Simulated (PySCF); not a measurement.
# Basis-set dependence of AlSi at HF

PySCF, UHF reference; quartet, unpaired electrons σ ↑, π ↑↑; De to Al + Si without counterpoise correction.

```csv
basis,relativity,functions,Re (Å),ωe (cm⁻¹),De (eV),μ (D)
x2c-SVPall,spin-free X2C,36,2.477,350,1.63,-1.91
jorge-DZP-DKH,spin-free X2C,48,2.492,343,1.61,-1.96
"6-311G(d,p)",no relativity,52,2.495,337,1.59,-2.21
aug-pcseg-1,no relativity,54,2.490,336,1.61,-1.95
def2-TZVPP,no relativity,84,2.475,346,1.68,-1.79
```

(1) How does each smaller set differ from the one with most functions, def2-TZVPP?

A positive dipole means Al(−)Si(+). Hartree–Fock leaves out correlation, which carries a large part of most bond energies and some tenths to 1 eV of ionisation energies. The state was picked by a PBE0 search and need not be the measured ground state.

Answers

(1) x2c-SVPall: +0.2 pm, +1.2 % in ωe, -0.05 eV in De; jorge-DZP-DKH: +1.7 pm, -0.9 % in ωe, -0.07 eV in De; 6-311G(d,p): +2.0 pm, -2.6 % in ωe, -0.09 eV in De; aug-pcseg-1: +1.5 pm, -2.9 % in ωe, -0.07 eV in De. All at HF; the set with most functions is neither the basis-set limit nor always the best. The rows treat relativity differently, so the differences are not basis effects alone.
